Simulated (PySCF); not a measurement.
## Reproducing measurements on CFCl3

**Experimental background.**

NIST CCCBDB Release 22 (SRD 101), experimental dipoles lists, for the gas: dipole moment (microwave Stark effect, vibrational ground state) 0.46 ± 0.02 D.

The results are set against them at the end.

Compound: CFCl3.
SMILES with atom numbers: `[F:1][C:2]([Cl:3])([Cl:4])[Cl:5]`

Cartesian coordinates in Å at the GFN2-xTB level; atoms count from 1:
```xyz
5
CCl3F angstrom
F      0.0603   -0.1410    1.3961
C      0.0046   -0.0063    0.0667
Cl    -0.4579    1.6606   -0.3126
Cl     1.6028   -0.3706   -0.6039
Cl    -1.2011   -1.1397   -0.5634
```

Runs made with PySCF (gas phase, on this GFN2-xTB geometry; no spin–orbit coupling):

```json
{"level": "PW91/pcSseg-2", "job": "shieldings", "basis functions": "201"}
{"level": "X3LYP/pcSseg-2", "job": "shieldings", "basis functions": "201"}
```

**Comparison with experiment**

**Dipole moment.** Measured: 0.46 D (NIST CCCBDB Release 22 (SRD 101), experimental dipoles).

```csv
level,computed (D),computed − measured (D),% (from the printed values)
PW91/pcSseg-2,0.32,-0.14,-30
X3LYP/pcSseg-2,0.41,-0.05,-11
```

Closest is X3LYP/pcSseg-2 (-0.05 D), furthest PW91/pcSseg-2 (-0.14 D); one molecule doesn't rank methods. The computed dipoles belong to one fixed geometry; measured ones are averaged over vibrations unless marked μe. Magnitudes are compared, not signs.

The geometry is computed, not the measured one. Where a level misses, the cause wasn't examined.
